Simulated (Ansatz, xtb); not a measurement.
Ligand exchange: C2H3F3 + SiH3(SH) → CHF3S + SiH3(CH3)

Gas-phase species: C2H3F3 `CC(F)(F)F`, singlet; SiH3(SH) (sulfanylsilane), singlet; CHF3S (trifluoromethanethiol) `FC(F)(F)S`, singlet; SiH3(CH3) (methylsilane), singlet. The partners trade CH3 for SH: C–CH3 and Si–SH bonds give way to C–SH and Si–CH3.

Shapes, held fixed at every level: PBE0-D4/def2-TZVP. Programs: Ansatz 0.2.0, xtb 6.7.1. The zero-point and thermal change to 298 K, harmonic and unscaled (PBE0-D4/def2-TZVP), is -4.8 kJ/mol.

Task: Estimate ΔH(298 K) of this reaction.

Result: The highest level, CCSD(T)/CBS estimate, gives ΔH(298 K) = +105.1 kJ/mol; the levels span +102.6 to +173.4. GFN0-xTB strays far from the other rows. The column of differences is taken from that level and isn't an error. No measured value is set beside it here. The CBS estimate extrapolates MP2 from def2-TZVPP and def2-QZVPP and adds CCSD(T) − MP2 in the triple-zeta set, cores frozen.

```json
{"level": "GFN0-xTB", "kind": "semi-empirical", "ΔH(298 K) (kJ/mol)": "+173.4", "less CCSD(T)/CBS estimate": "+68.3"}
{"level": "HF/def2-TZVPP", "kind": "Hartree–Fock", "ΔH(298 K) (kJ/mol)": "+117.6", "less CCSD(T)/CBS estimate": "+12.5"}
{"level": "BHLYP-D4/def2-TZVPP", "kind": "global hybrid", "ΔH(298 K) (kJ/mol)": "+107.9", "less CCSD(T)/CBS estimate": "+2.8"}
{"level": "r2SCAN0-D4/def2-TZVPP", "kind": "global hybrid", "ΔH(298 K) (kJ/mol)": "+105.4", "less CCSD(T)/CBS estimate": "+0.3"}
{"level": "B2PLYP/def2-TZVPP", "kind": "double hybrid", "ΔH(298 K) (kJ/mol)": "+102.6", "less CCSD(T)/CBS estimate": "-2.5"}
{"level": "MP2/def2-SVP", "kind": "perturbation theory", "ΔH(298 K) (kJ/mol)": "+106.5", "less CCSD(T)/CBS estimate": "+1.4"}
{"level": "CCSD/def2-SVP", "kind": "coupled cluster or CI", "ΔH(298 K) (kJ/mol)": "+108.2", "less CCSD(T)/CBS estimate": "+3.1"}
{"level": "CCSD(T)/CBS estimate", "kind": "coupled cluster or CI", "ΔH(298 K) (kJ/mol)": "+105.1", "less CCSD(T)/CBS estimate": "0.0"}
```
